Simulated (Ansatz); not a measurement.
Compare A (`C=NC(=C)N`) with its isomer B (`NC1=NCC1`).

Gas-phase electronic energies from Ansatz, PBE0-D4/def2-TZVP geometries. CBS: MP2 limit from def2 TZ/QZ plus the TZ coupled-cluster correction, frozen cores. DFT in def2-TZVPP. B3LYP here is the variant with VWN-RPA as its local correlation; programs differ in this. One conformer a species, not always the lowest.

(1) Which is lower in electronic energy at CCSD(T)/CBS, and by how much? (Estimate.)

(2) Give E(B) − E(A) in kcal/mol with B2PLYP, PBE-D4, HF/def2-TZVPP, CCSD/def2-TZVPP, ωB97M-V, B3LYP-D4, B3LYP. (An estimate is asked.)

Largest T1 diagnostic: 0.013.

## Answers

(1) Computed: B, by 4.2 kcal/mol.

(2) Computed: B2PLYP -2.9, PBE-D4 -5.3, HF/def2-TZVPP -2.3, CCSD/def2-TZVPP -4.9, ωB97M-V -5.5, B3LYP-D4 -1.2, B3LYP -1.5. None reverses the order clearly.

From PBE to PBE0 (25 % exact exchange), in def2-TZVPP and without D4, E(B) − E(A) moves by −2.2 kcal/mol. In def2-TZVPP, CCSD(T) changes the Hartree–Fock value by −2.2 kcal/mol (the triples alone add +0.4 kcal/mol) and MP2 by −4.1 kcal/mol.
